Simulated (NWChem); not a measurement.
Molecule: hydrazine (N$_{2}$H$_{4}$); SMILES NN

Results from NWChem. Coordinates come from a PBE-D3(BJ)/def2-SVP optimisation. B3LYP is NWChem's, with the RPA form of VWN correlation. Static field.

```
level                                    isotropic polarisability (bohr³)  anisotropy (bohr³)
---------------------------------------  --------------------------------  ------------------
PBE/Sadlej pVTZ                                                      25.2                 5.1
B3LYP/Sadlej pVTZ                                                    24.1                 5.0
LDA (Slater exchange, VWN5)/Sadlej pVTZ                              25.4                 5.0
Hartree-Fock/Sadlej pVTZ                                             21.5                 4.9
```
